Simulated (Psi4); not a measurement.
**SiH2 (SMILES [SiH2]) at 6 levels**

We compute a comparison of 6 runs (HF/def2-SVP, PBE0/def2-SVP, FNO-QCISD(T)/3-21G, EOM-CC3/2ZaPa-NR, MP4/pcseg-2, CCSD/3-21G) of SiH2. 

Program for the calculation: Psi4 1.11.

### 1 Starting point

The species is SiH2 (3 atoms), meant as a singlet with charge 0. SMILES: `[SiH2]`. The coordinates come from a PBE0-D4/def2-TZVP relaxation.

Bond lengths: Si1–H2 1.525 Å, Si1–H3 1.525 Å. Angles: H2–Si1–H3 91.2°.

### 2 Energy and gradient at HF/def2-SVP (run 1)

The input, h2si.in:

```
memory 1600 MB

molecule {
  0 1
  Si
  H 1 1.525397
  H 1 1.525426 2 91.17418
  symmetry c1
  no_reorient
  no_com
}

set {
  basis         def2-SVP
  puream        true
  e_convergence 1e-09
  d_convergence 1e-08
  scf_type      pk
}

energy_value, wavefunction = gradient('scf', return_wfn=True)
oeprop(wavefunction, 'MAYER_INDICES', 'DIPOLE', 'LOWDIN_CHARGES')
print_variables()
```

Started as:

```
psi4 h2si.in h2si.out -n 1
```

h2si.out:

```text
[...]
  Running in c1 symmetry.
[...]
  Nuclear repulsion =    9.956245088352896
[...]
  Multiplicity = 1
[...]
  Nalpha       = 8
  Nbeta        = 8
[...]
    Number of basis functions: 28
[...]
   @RHF iter   1:  -289.91861163457588   -5.66186e-01   2.55946e-03 DIIS/ADIIS
[...]
   @RHF iter   9:  -289.92508448410598    2.84217e-13   9.67001e-10 DIIS
[...]
    Orbital Energies [Eh]
    ---------------------
    Doubly Occupied:
       1A    -68.775775     2A     -6.145855     3A     -4.253324
       4A     -4.250890     5A     -4.249818     6A     -0.672657
       7A     -0.455206     8A     -0.338521
[...]
  @RHF Final Energy:  -289.92508448410598
   => Energetics <=
    Nuclear Repulsion Energy =              9.9562450883528957
    One-Electron Energy =                -421.4785682768887796
    Two-Electron Energy =                 121.5972387044299126
    Total Energy =                       -289.9250844841059802
[...]
  -Total Gradient:
     Atom            X                  Y                   Z
    ------   -----------------  -----------------  -----------------
       1        0.005610086174     0.005487275477    -0.000000000000
       2       -0.002578044186    -0.002970884129     0.000000000000
       3       -0.003032041988    -0.002516391348    -0.000000000000
[...]
 Multipole Moments:
 ------------------------------------------------------------------------------------
     Multipole            Electronic (a.u.)      Nuclear  (a.u.)        Total (a.u.)
 ------------------------------------------------------------------------------------
 L = 1.  Multiply by 2.5417464519 to convert [e a0] to [Debye]
 Dipole X            :          1.2441245           -1.3325372           -0.0884126
 Dipole Y            :          1.2188271           -1.3054798           -0.0866527
 Dipole Z            :          0.0000000            0.0000000            0.0000000
 Magnitude           :                                                    0.1237961
[...]
```

Run time: 1.4 s. Hardware: 1 thread of Intel Xeon 6975P-C (Granite Rapids), shared host; peak memory 0.19 GiB.

### 3 A single-point energy at PBE0/def2-SVP (run 2)

The input, h2si.xyz:

```xyz
3
H2Si
Si    -0.491200     0.468600    -0.213600
H      0.840300     0.578600     0.522500
H     -0.349100    -1.047200    -0.308900
```

The input, h2si.py:

```python
import psi4

psi4.set_memory(1600000000)
psi4.set_num_threads(1)
psi4.core.set_output_file('psi4.out', False)

with open('h2si.xyz') as f:
    atoms = ''.join(f.readlines()[2:])
geom = psi4.geometry('0 1\n' + atoms + 'symmetry c1')

psi4.set_options({
    'basis': 'def2-SVP',
    'puream': True,
    'e_convergence': 1e-09,
    'd_convergence': 1e-08,
    'scf_type': 'pk',
    'dft_radial_points': 99,
    'dft_spherical_points': 590,
})

energy_value, wavefunction = psi4.energy("pbe0", return_wfn=True)
print(f'pbe0 energy: {energy_value:.10f} Eh')
for k, v in sorted(psi4.core.scalar_variables().items()):
    print(f'{k:45s} {v:18.10f}')
```

Started as:

```
python h2si.py
```

psi4.out:

```text
[...]
  Running in c1 symmetry.
[...]
  Nuclear repulsion =    9.956246036569164
[...]
  Multiplicity = 1
[...]
  Nalpha       = 8
  Nbeta        = 8
[...]
    Number of basis functions: 28
[...]
   @RKS iter   1:  -290.37351834595705   -3.63760e-01   4.24052e-03 DIIS/ADIIS
[...]
   @RKS iter   8:  -290.38520765607359   -5.11591e-13   6.84654e-10 DIIS
[...]
    Orbital Energies [Eh]
    ---------------------
    Doubly Occupied:
       1A    -66.260548     2A     -5.352620     3A     -3.695285
       4A     -3.686306     5A     -3.683624     6A     -0.521393
       7A     -0.337904     8A     -0.250591
[...]
  @RKS Final Energy:  -290.38520765607359
   => Energetics <=
    Nuclear Repulsion Energy =              9.9562460365691638
    One-Electron Energy =                -421.6318660101171645
    Two-Electron Energy =                 137.4838738281457324
    DFT Exchange-Correlation Energy =     -16.1934615106713231
    Empirical Dispersion Energy =           0.0000000000000000
    VV10 Nonlocal Energy =                  0.0000000000000000
    Total Energy =                       -290.3852076560735895
[...]
 Multipole Moments:
 ------------------------------------------------------------------------------------
     Multipole            Electronic (a.u.)      Nuclear  (a.u.)        Total (a.u.)
 ------------------------------------------------------------------------------------
 L = 1.  Multiply by 2.5417464519 to convert [e a0] to [Debye]
 Dipole X            :         -1.2843132            1.3986185            0.1143052
 Dipole Y            :          1.1335658           -1.2344223           -0.1008565
 Dipole Z            :          0.0000000            0.0000000            0.0000000
 Magnitude           :                                                    0.1524392
[...]
```

The script printed:

```text
pbe0 energy: -290.3852076561 Eh
CURRENT ENERGY                                   -290.3852076561
CURRENT REFERENCE ENERGY                         -290.3852076561
DD SOLVATION ENERGY                                 0.0000000000
DFT FUNCTIONAL TOTAL ENERGY                      -290.3852076561
DFT TOTAL ENERGY                                 -290.3852076561
DFT VV10 ENERGY                                     0.0000000000
DFT XC ENERGY                                     -16.1934615107
GRID ELECTRONS ALPHA                                8.0000000225
GRID ELECTRONS BETA                                 8.0000000225
GRID ELECTRONS TOTAL                               16.0000000449
NUCLEAR REPULSION ENERGY                            9.9562460366
ONE-ELECTRON ENERGY                              -421.6318660101
PCM POLARIZATION ENERGY                             0.0000000000
PE ENERGY                                           0.0000000000
SCF ITERATION ENERGY                             -290.3852076561
SCF ITERATIONS                                      8.0000000000
SCF TOTAL ENERGY                                 -290.3852076561
TWO-ELECTRON ENERGY                               137.4838738281
XC GRID RADIAL POINTS                              99.0000000000
XC GRID SPHERICAL POINTS                          590.0000000000
XC GRID TOTAL POINTS                           167538.0000000000
```

Wall time 3.3 s (1 thread of Intel Xeon 6975P-C (Granite Rapids), shared host); peak memory 0.34 GiB.

### 4 A single-point energy at FNO-QCISD(T)/3-21G (ZORA, density fitting) (run 3)

h2si.xyz is that of step 3.

The input, h2si.py:

```python
import psi4

psi4.set_memory('1600 MB')
psi4.set_num_threads(1)
psi4.set_output_file('run.log', False)

with open('h2si.xyz') as f:
    atoms = ''.join(f.readlines()[2:])
mol = psi4.geometry('0 1\n' + atoms + 'symmetry c1')

psi4.set_options({
    'basis': '3-21G',
    'reference': 'rhf',
    'scf_type': 'df',
    'freeze_core': True,
    'relativistic': 'zora',
})

result = psi4.energy('fno-qcisd(t)')
print(f'total energy {result:.8f} hartree = {result * 27.211386:.5f} eV')
for k, v in sorted(psi4.core.scalar_variables().items()):
    print(f'{k:45s} {v:18.10f}')
```

Started as:

```
python h2si.py
```

run.log:

```text
[...]
  Running in c1 symmetry.
[...]
  Nuclear repulsion =    9.956246036569164
[...]
  Multiplicity = 1
[...]
  Nalpha       = 8
  Nbeta        = 8
[...]
    Number of basis functions: 17
[...]
   @DF-RHF iter   1:  -289.32552697881192   -5.83074e-01   3.59362e-03 DIIS/ADIIS
[...]
   @DF-RHF iter   8:  -289.32991324062260   -8.52651e-13   5.31047e-09 DIIS
[...]
    Orbital Energies [Eh]
    ---------------------
    Doubly Occupied:
       1A    -68.651721     2A     -6.151037     3A     -4.218044
       4A     -4.217136     5A     -4.215737     6A     -0.687408
       7A     -0.453934     8A     -0.336041
[...]
  @DF-RHF Final Energy:  -289.32991324062260
   => Energetics <=
    Nuclear Repulsion Energy =              9.9562460365691638
    One-Electron Energy =                -420.7102001469789911
    Two-Electron Energy =                 121.4240408697872908
    Total Energy =                       -289.3299132406225453
[...]
 Multipole Moments:
 ------------------------------------------------------------------------------------
     Multipole            Electronic (a.u.)      Nuclear  (a.u.)        Total (a.u.)
 ------------------------------------------------------------------------------------
 L = 1.  Multiply by 2.5417464519 to convert [e a0] to [Debye]
 Dipole X            :         -1.2377942            1.3986185            0.1608242
 Dipole Y            :          1.0925146           -1.2344223           -0.1419077
 Dipole Z            :         -0.0000000            0.0000000           -0.0000000
 Magnitude           :                                                    0.2144813
[...]
      * MP2 total energy:                   -289.374545446211
[...]
      * MP2 total energy:                   -289.374545446211
[...]
      * MP3 total energy:                   -289.387402816060
[...]
      * QCISD total energy:                 -289.394292834813
[...]
```

Run time: 2.3 s. Hardware: 1 thread of Intel Xeon 6975P-C (Granite Rapids), shared host; peak memory 0.29 GiB.

Runs 4 to 5 aren't shown in full; the table further down has their settings and results.

### 5 A single-point energy at CCSD/3-21G (run 6)

The input, calc.dat:

```
memory 1.6 GB

molecule {
  Si    -0.491200     0.468600    -0.213600
  H      0.840300     0.578600     0.522500
  H     -0.349100    -1.047200    -0.308900
  symmetry c1
  no_reorient
  no_com
}

set globals {
  basis 3-21G
  puream true
  e_convergence 1e-09
  d_convergence 1e-08
  scf_type pk
  num_frozen_docc 5
}

e, wfn = energy('ccsd', return_wfn=True)
```

Started as:

```
psi4 -i calc.dat -o calc.out -n 1
```

calc.out:

```text
[...]
  Running in c1 symmetry.
[...]
  Nuclear repulsion =    9.956246036569164
[...]
  Multiplicity = 1
[...]
  Nalpha       = 8
  Nbeta        = 8
[...]
    Number of basis functions: 17
[...]
   @RHF iter   1:  -288.47971452813226   -5.79860e-01   3.57931e-03 ADIIS/DIIS
[...]
   @RHF iter   8:  -288.48407006944387   -1.13687e-12   5.28205e-09 DIIS
[...]
    Orbital Energies [Eh]
    ---------------------
    Doubly Occupied:
       1A    -68.311145     2A     -6.118841     3A     -4.211045
       4A     -4.210191     5A     -4.208802     6A     -0.686551
       7A     -0.454275     8A     -0.335820
[...]
  @RHF Final Energy:  -288.48407006944387
   => Energetics <=
    Nuclear Repulsion Energy =              9.9562460365691638
    One-Electron Energy =                -419.8072928352048621
    Two-Electron Energy =                 121.3669767291918902
    Total Energy =                       -288.4840700694438169
[...]
 Multipole Moments:
 ------------------------------------------------------------------------------------
     Multipole            Electronic (a.u.)      Nuclear  (a.u.)        Total (a.u.)
 ------------------------------------------------------------------------------------
 L = 1.  Multiply by 2.5417464519 to convert [e a0] to [Debye]
 Dipole X            :         12.2180423          -12.0670351            0.1510071
 Dipole Y            :        -11.6558588           11.5118336           -0.1440252
 Dipole Z            :          5.3130614           -5.2473915            0.0656699
 Magnitude           :                                                    0.2187669
[...]
      * MP2 total energy                      = -288.528676591525596
[...]
      * CCSD total energy                     = -288.548427774922800
[...]
```

Wall time 1.8 s (1 thread of Intel Xeon 6975P-C (Granite Rapids), shared host); peak memory 0.18 GiB.

### 6 All runs side by side

```csv
run,level,task,integrals,integral approximation,energy (Eh),HOMO energy (eV),LUMO energy (eV),HOMO–LUMO gap (eV),wall time
1,HF/def2-SVP,gradient,pk,none,-289.925084,-9.21,0.33,9.54,1.4 s
2,PBE0/def2-SVP,energy,pk,none,-290.385208,-6.82,-3.07,3.75,3.3 s
3,"FNO-QCISD(T)/3-21G (ZORA, density fitting)",energy,df,program's default,-289.394877,-9.14,0.13,9.27,2.3 s
4,EOM-CC3/2ZaPa-NR,excited,pk,none,-290.139363,-9.25,-0.10,9.15,4.2 s
5,MP4/pcseg-2 (sfX2C),energy,pk,none,-290.704888,-9.23,0.08,9.31,2.9 s
6,CCSD/3-21G,energy,pk,none,-288.548428,-9.14,0.12,9.26,1.8 s
```

### 7 What came out

| quantity | value |
| --- | --- |
| run 6: total energy | -288.54843 Eh |
| run 6: HOMO energy (Hartree–Fock orbitals) | -9.14 eV |
| run 6: LUMO energy (Hartree–Fock orbitals) | 0.12 eV |
| run 6: HOMO–LUMO gap (Hartree–Fock orbitals) | 9.26 eV |
| run 6: correlation energy (5 core orbitals frozen) | -64.4 mEh |
| run 6: T1 diagnostic | 0.011 |

**Reading.** Some runs of one species differ in core potentials or relativity; totals across that change don't compare. All runs together took 16 s, the longest 4.2 s.
